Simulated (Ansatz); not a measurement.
Cartesian coordinates in Å:
```
N -0.602 0.522 0.575
B 0.317 -0.455 0.212
O 0.791 -0.580 -1.056
H -0.953 0.616 1.509
H -0.969 1.195 -0.082
H 1.417 -1.298 -1.157
```

The species carries charge 0 and has multiplicity 2.

Question: List the B3LYP/def2-TZVPP orbital energies in eV (Ansatz). (Estimate.)

Answer: The calculation gave: α occupied: -520.92, -389.35, -184.37, -28.09, -23.64, -15.64, -13.92, -12.89, -11.38, -10.27, -7.74, -5.19. α empty: 0.80, 1.05, 1.10, 2.15, 3.41, 3.87, 3.92, 4.80. β occupied: -520.86, -389.32, -184.08, -27.93, -23.55, -15.52, -13.70, -12.74, -10.89, -10.18, -7.74. β empty: -1.45, 1.02, 1.17, 1.61, 2.24, 3.47, 4.19, 4.61. ⟨S²⟩ = 0.752.

B3LYP here is the variant with VWN-RPA as its local correlation; programs differ in this.
